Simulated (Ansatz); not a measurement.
A made-up structure of CHOS, doublet:

```tsv
atom	x (Å)	y (Å)	z (Å)
O1	-0.8830	0.4460	0.8522
C2	-0.1175	0.1184	-0.0069
S3	-2.1562	0.3498	1.9896
H4	-0.0846	0.5811	-1.0135
```

It is relaxed with PBE-D4/def2-SVP and then PBE0-D4/def2-TZVP (Ansatz 0.2.0). Atoms count as bonded within 1.22 times the sum of their covalent radii (H–H: 0.88 Å). The end point is not checked to be a true minimum.

**Question.** Does its bonding change? (Judge from chemistry; the calculation decides.)

**Answer.** By the calculation: No: no bond forms or breaks.

Where it ends: The first stage lowers the energy by 0.36 eV in 7 steps. It ends as CHOS ([CH][O][S]):
```csv
atom,x (Å),y (Å),z (Å)
O1,-1.1172,0.4866,0.6531
C2,-0.1278,0.1040,0.0490
S3,-2.0035,0.3272,2.0614
H4,0.0073,0.5775,-0.9420
```

Labels in which every atom is bracketed show which atoms are joined, not bond orders.

For scale, one of the runs: PBE0-D4/def2-TZVP relaxation, 105 basis functions, launched by `ansatz run in.yaml --threads 2 --pin off --events-out ev --progress --plain --max-ram 4352MiB`. The run took about 25 s on 2 CPU threads of an Arm Neoverse V1 (shared host).
